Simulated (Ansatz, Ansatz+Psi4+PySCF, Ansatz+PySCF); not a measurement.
```xyz
5

C     0.0000    0.0000    0.0000
H     0.6291    0.6291    0.6291
H    -0.6291   -0.6291    0.6291
H     0.6291   -0.6291   -0.6291
H    -0.6291    0.6291   -0.6291
```

Basis set: cc-pVTZ (spherical functions). Frozen core: 1 orbital. Charge 0, multiplicity 1.

Computed with Ansatz (development build ahead of 0.2.0); each method stands on the lowest determinant of its kind that the runs found. Restricted open shells among the atoms or ions are ROHF, correlated in semicanonical orbitals with singles.

Question: Give the atomization energy at this shape (free ground-state atoms in the same class of orbitals less the molecule, no zero-point energy) of singlet CH4 by RHF-CCSD(T), RHF-MP2, UHF.

Answer:

```json
{"method": "RHF-CCSD(T)", "atomization energy": "17.91 eV"}
{"method": "RHF-MP2", "atomization energy": "17.80 eV"}
{"method": "UHF", "atomization energy": "14.22 eV"}
```
